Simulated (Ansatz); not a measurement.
## Dissociation curves of AlCl (aluminium monochloride)

The species is AlCl (2 atoms), meant as a singlet with charge 0. SMILES: `[Al][Cl]`. The bond length is the measured one.

```xyz
2

Al    0.0000    0.0000    0.0000
Cl    0.0000    0.0000    2.1301
```

The Al1–Cl2 distance is scanned; the parts on either side stay rigid. Basis STO-3G, 10 core orbitals frozen in the correlated methods; program Ansatz 0.2.0. FCI is exact within this basis and core. Energies in eV from each method's value at 2.130 Å; methods without a U are spin-restricted. The shape above is that at 2.130 Å.

| distance (Å) | r2SCAN | PBE0 | wB97X | wB97M-V | MP2 | CCSD(T) | CCSDT(Q) | FCI |
| --- | --- | --- | --- | --- | --- | --- | --- | --- |
| 2.130 | 0.00 | 0.00 | 0.00 | 0.00 | 0.00 | 0.00 | 0.00 | 0.00 |
| 2.663 | 1.10 | 1.15 | 1.18 | 1.18 | 1.14 | 1.11 | 1.12 | 1.12 |
| 3.195 | 2.79 | 2.90 | 2.98 | 2.98 | 2.86 | 2.83 | 2.84 | 2.84 |
| 4.260 | 4.64 | 4.85 | 5.04 | 5.04 | 4.68 | 4.62 | 4.62 | 4.62 |
| 5.325 | 5.14 | 5.46 | 5.81 | 5.82 | 5.40 | 5.34 | 5.34 | 5.34 |

Departure from the FCI curve at its largest: r2SCAN -0.20 eV at 5.33 Å; PBE0 +0.22 eV at 4.26 Å; wB97X +0.47 eV at 5.33 Å; wB97M-V +0.48 eV at 5.33 Å; MP2 +0.06 eV at 5.33 Å; CCSD(T) within 0.005 eV; CCSDT(Q) within 0.005 eV. For the functionals part of the departure is owed to the small basis.
